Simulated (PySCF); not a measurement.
## Working with the constants of LiN

ωB97X constants of LiN, ³Σ⁻ (triplet), unpaired electrons π ↑↑ (basis Li pcseg-2, N pcseg-2; no relativity; PySCF 2.14; masses 7.0160 and 14.0031 u):

* ωe: 683.7 cm⁻¹
* ωexe: 5.98 cm⁻¹
* Be: 1.0396 cm⁻¹
* αe: 0.0157 cm⁻¹
* D (centrifugal): 9.61e-06 cm⁻¹
* De to Li + N: 1.81 eV

Give the vibrational terms G(v) and spacings up to v = 6.

G(v) = ωe(v+½) − ωexe(v+½)².

```
v  G(v) (cm⁻¹)  G(v) − G(v−1)  Bv (cm⁻¹)
0        340.4                     1.032
1       1012.1          671.7      1.016
2       1671.9          659.8      1.000
3       2319.7          647.8      0.985
4       2955.6          635.9      0.969
5       3579.5          623.9      0.953
6       4191.4          611.9      0.938
```

How well does the Morse estimate ωe²/(4ωexe) reproduce De, and what is D0?

It gives 2.42 eV, 134 % of the computed De. D0 = De − G(0) = 1.81 − 0.04 = 1.77 eV.

The state is the lowest determinant that a PBE0 search found; another state may lie lower at other levels.
